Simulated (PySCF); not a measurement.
Isomers of C3H4, one conformer each. Theory: core-valence-separated Tamm–Dancoff BHandHLYP/aug-pcX-1 (pcseg-1 on H) in PySCF, non-relativistic, gas phase, PBE0-D3(BJ)/def2-SVP geometry. No empirical shift is added; at this level the pattern usually sits a few eV under experiment.

P. `C#CC`
Q. `C1CC=1`

Main lines, eV (oscillator strength):
1. C K: 282.9 (0.119), 286.2 (0.021), 286.6 (0.027), 286.8 (0.028), 287.3 (0.024)
2. C K: 283.7 (0.137), 283.8 (0.095), 286.5 (0.044), 287.1 (0.018)
Listed: the first five lines at most of each edge with a tenth or more of its strongest line's intensity; roots within 0.03 eV on the same or equivalent atoms are summed. Only the lowest roots were sought, and the top ones are left out.

Problem. Which spectrum belongs to which isomer?

Solution. 1 = Q, 2 = P.
- P: first C line listed at 283.7 eV, hole on the terminal alkyne carbon (1s→π*).
- Q: first C line listed at 282.9 eV, hole on the alkene CH carbon.

Problem. What are the ground-state energies of the isomers at BHandHLYP/aug-pcX-1 (pcseg-1 on H), relative to the lowest?

Solution. P 0.0, Q 100.4 kJ/mol (electronic energies on these geometries, no dispersion or zero-point terms).
